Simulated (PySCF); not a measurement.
CHN: calculation and literature

Geometry (Å), atoms numbered from 1 in this order:
```xyz
3

C    -0.0171   -0.0179    0.0000
N     0.7835    0.8128    0.0000
H    -0.7664   -0.7949    0.0000
```

The experiment to reproduce: δ $^{1}$H H3 2.83; δ $^{15}$N N2 -41.3 ppm (measured; gas or nonpolar solvent (not told per row); T. W. Keal, PhD thesis, Durham 2005).
δ $^{15}$N N2 284.9 ppm (measured; gas; L. Olsson, D. Cremer, J. Chem. Phys. 105 (1996) 8995).
δ $^{13}$C C1 113.0; δ $^{15}$N N2 284.9 ppm (measured; gas; Olsson, Cremer, J. Chem. Phys. 1996, 105, 8995 (gas-phase data of Jameson 1987, Jameson 1981, Wasylishen 1984)).
σ $^{15}$N N2 -20.4 ppm (measured; gas; T. W. Keal, PhD thesis, Durham 2005). Coupling constants: $^{1}J$(C1,H3) 261.7 Hz, $^{1}J$(C1,N2) -19.1 Hz, $^{2}J$(N2,H3) -7.4 Hz, $^{1}J$(C1,H3) 249.9 Hz, $^{1}J$(C1,H3) 267.3 Hz, $^{1}J$(C1,N2) -18.2 Hz, $^{1}J$(C1,N2) -18.5 Hz, $^{2}J$(N2,H3) -8.7 Hz, $^{1}J$(C1,H3) 262.2 Hz, $^{1}J$(C1,H3) 269.0 Hz.

In vacuum, one computed conformer, no relativistic terms. GIAO KT2/pcSseg-2 shieldings; spin–spin couplings from B3LYP/pcJ-1; PBE0-D3(BJ)/def2-SVP geometry; PySCF.

Question: What does the calculation give, and how does it compare?

Answer: 
Reference values: measured (gas or nonpolar solvent (not told per row); T. W. Keal, PhD thesis, Durham 2005).
```csv
atoms,quantity,reference,computed
H3,δ $^{1}$H vs CH4,2.83,2.77
N2,δ $^{15}$N vs N2,-41.3,-40.8
```

Reference values: measured (gas; L. Olsson, D. Cremer, J. Chem. Phys. 105 (1996) 8995).
| atoms | quantity | reference | computed |
| --- | --- | --- | --- |
| N2 | δ $^{15}$N vs gaseous NH3 | 284.9 | 286.2 |

Reference values: measured (gas; Olsson, Cremer, J. Chem. Phys. 1996, 105, 8995 (gas-phase data of Jameson 1987, Jameson 1981, Wasylishen 1984)).
```json
{"atoms": "C1", "quantity": "δ $^{13}$C vs CH4 (gas)", "reference": "113.0", "computed": "108.1"}
{"atoms": "N2", "quantity": "δ $^{15}$N vs NH3 (gas)", "reference": "284.9", "computed": "286.2"}
```

Reference values: measured (gas; T. W. Keal, PhD thesis, Durham 2005).
```csv
atoms,quantity,reference,computed
N2,σ $^{15}$N,-20.4,-26.1
```

Absolute shieldings are compared as such; zero-point and thermal motion, absent here, lowers them by some tenths of a ppm for H, a few ppm for C and up to about 10 ppm for F.

Computed shifts are σ(ref) − σ with the named reference compound (TMS for H and C) calculated as an isolated molecule at the same level. The measured values may be among those fitted. Expected solution values come from regression of measured δ (H and C: mostly CDCl3, vs TMS) on computed σ: $^{13}$C (scatter 2.6 ppm rms, 3.3 ppm with the 1 outlier that the fit left out). A few per cent of atoms miss by over 2 rms, more outside the fitted compound classes.

Coupling constants in Hz:
```tsv
coupling	reference	computed	source
$^{1}J$(C1,H3)	261.7	283.9	measured; Faber and Sauer, Theor. Chem. Acc. 2018, 137, 35
$^{1}J$(C1,N2)	-19.1	-19.6	measured; Faber and Sauer, Theor. Chem. Acc. 2018, 137, 35
$^{2}J$(N2,H3)	-7.4	-6.8	measured; Faber and Sauer, Theor. Chem. Acc. 2018, 137, 35
$^{1}J$(C1,H3)	249.9	283.9	CC3; gas (equilibrium); Jessen and Sauer, arXiv:2312.00705; CC3 and CCSD from Faber, Sauer, Gauss 2017
$^{1}J$(C1,H3)	267.3	283.9	measured; Jessen and Sauer, arXiv:2312.00705; CC3 and CCSD from Faber, Sauer, Gauss 2017
$^{1}J$(C1,N2)	-18.2	-19.6	CC3; gas (equilibrium); Jessen and Sauer, arXiv:2312.00705; CC3 and CCSD from Faber, Sauer, Gauss 2017
$^{1}J$(C1,N2)	-18.5	-19.6	measured; Jessen and Sauer, arXiv:2312.00705; CC3 and CCSD from Faber, Sauer, Gauss 2017
$^{2}J$(N2,H3)	-8.7	-6.8	measured; Jessen and Sauer, arXiv:2312.00705; CC3 and CCSD from Faber, Sauer, Gauss 2017
$^{1}J$(C1,H3)	262.2	283.9	experiment minus calculated vibrational correction (empirical equilibrium); gas (equilibrium); T. W. Keal, PhD thesis, Durham 2005 (values of Ruden, Lutnaes, Helgaker, Ruud 2003)
$^{1}J$(C1,H3)	269.0	283.9	measured; liquid or solution (compiled); San Fabian, Garcia de la Vega, Suardiaz et al., Magn. Reson. Chem. 2013, 51, 775 (SI)
```

Question: How far are the unscaled $^{15}$N shifts from the references?

Answer: Mean signed difference +1.03 ppm, mean absolute 1.03 ppm over 3 comparisons; the largest is +1.3 ppm at N2 (nitrile nitrogen).

16 of the 56 published NMR values on file for this molecule are compared. The rest: values from further sources, values whose atom or origin is in doubt, other calculations.
